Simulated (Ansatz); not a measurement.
```yaml
crystal:
  periodic: [false, false, false]
  atoms:
    - {symbol: N, position_ang: [-0.636425, 0.999027, -0.441488]}
    - {symbol: C, position_ang: [0.273344, 0.346327, 0.283593]}
    - {symbol: C, position_ang: [0.269991, -0.826570, 0.521795]}
    - {symbol: O, position_ang: [1.207833, -0.537662, -0.502608]}
    - {symbol: H, position_ang: [-1.472115, 0.295149, -1.074311]}
    - {symbol: H, position_ang: [-0.612132, 1.899887, -0.768929]}
    - {symbol: H, position_ang: [0.670562, 1.025023, 1.062242]}
    - {symbol: H, position_ang: [0.973541, -1.336906, 1.437643]}
    - {symbol: H, position_ang: [-0.263129, -1.742713, 0.162611]}
basis:
  gaussian: {orbitals: def2-SVP}
magnetization: {spin_polarized: true, initial_magnetization: 4}
hamiltonian: {xc: {name: wB97X-V}}
scf: {lower_state_search: full}
output: {forces: true}
```

```sh
$ ansatz run in.yaml --threads 2 --pin off --events-out ev --progress --plain --max-ram 4352MiB
```

Output, abridged:

```
Functional definition: wB97X-V
820 factors; integrals over basis functions are off by at most 1.1e-3 eV
212 factors; integrals over basis functions are off by at most 1.0e-5 eV
mean field evaluation 1: about -5665.6779 eV, gradient 2.1e1 eV
mean field evaluation 2: about -5665.8944 eV, gradient 2.1e1 eV
mean field evaluation 4: about -5668.3808 eV, gradient 2.3e0 eV
mean field evaluation 8: about -5668.5643 eV, gradient 4.8e-1 eV
mean field evaluation 16: about -5668.5793 eV, gradient 3.5e-2 eV
mean field evaluation 32: about -5668.5795 eV, gradient 3.5e-4 eV
mean field evaluation 192: about -5668.5795 eV, gradient 1.7e-4 eV
mean field -5668.57945261 eV, -208.3164525821 hartree, gradient 2.1e-5 eV, S^2 6.011513; 10 other end points of the search recorded, 0 dependent functions left out
reference -5668.57945291 eV, -208.3164525933 hartree; 18, 14 occupied and 63, 67 virtual orbitals, 820 factors
Total energy: -5668.57945291 eV, -208.3164525933 hartree
Atom 0 at    -0.636425     0.999027    -0.441488 Å, force    -1.719330    -0.739587    -1.864332 eV/Å
Atom 1 at     0.273344     0.346327     0.283593 Å, force    -3.871169    21.142002     6.831844 eV/Å
Atom 2 at     0.269991    -0.826570     0.521795 Å, force    -0.393738   -18.881701     8.422524 eV/Å
Atom 3 at     1.207833    -0.537662    -0.502608 Å, force     9.020957    -5.307670    -8.898313 eV/Å
Atom 4 at    -1.472115     0.295149    -1.074311 Å, force    -2.340034    -1.735906    -1.403060 eV/Å
Atom 5 at    -0.612132     1.899887    -0.768929 Å, force     0.702423     3.679122    -0.601802 eV/Å
Atom 6 at     0.670562     1.025023     1.062242 Å, force     0.520841    -0.084451     0.002373 eV/Å
Atom 7 at     0.973541    -1.336906     1.437643 Å, force    -1.493789     1.499138    -1.971987 eV/Å
Atom 8 at    -0.263129    -1.742713     0.162611 Å, force    -0.426160     0.429053    -0.517248 eV/Å
Dipole moment:     0.581178     0.197890     0.484568 e Å
```

Question: What is wrong with this run?

Answer: The spin is set far too high for this molecule. Self-consistency was reached. The result belongs to that input, not to the molecule as meant.
